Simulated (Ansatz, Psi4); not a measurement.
# HS: a line through the functionals

The species is HS (2 atoms), meant as a doublet with charge 0. As SMILES, `[SH]`. Geometry: relaxed at PBE0-D4/def2-TZVP.

The electronic atomisation energy y, in eV, basis def2-TZVPPD; a is the functional's share of exact exchange. Programs: Ansatz 0.2.0, Psi4 1.11.

| functional | program | a | y (eV) |
| --- | --- | --- | --- |
| UPBE | Ansatz | 0 | 3.83 |
| U-r2SCAN | Ansatz | 0 | 3.85 |
| UTPSSh | Psi4 | 0.1 | 3.87 |
| UB3LYP | Ansatz | 0.2 | 3.83 |
| U-r2SCAN0 | Ansatz | 0.25 | 3.79 |
| UPBE0 | Ansatz | 0.25 | ? |
| UBHLYP | Ansatz | 0.5 | 3.73 |

**Question.** Fit y = c + s·a to the known rows and predict UPBE0.

**Answer.** 
1. Means of the 6 rows: a = 0.1750, y = 3.817.
2. Σ(Δa)² = 0.17875, Σ(Δa·Δy) = -0.042, so the slope is -0.042/0.17875 = -0.23497.
3. Intercept: 3.817 − (-0.23497) × 0.1750 = 3.858. The largest residual of the fit is 0.035.
4. UPBE0: 3.858 + (-0.23497) × 0.25 = 3.80 eV.

The run gave 3.77 eV, so the prediction is off by +0.03 eV, within the largest residual.
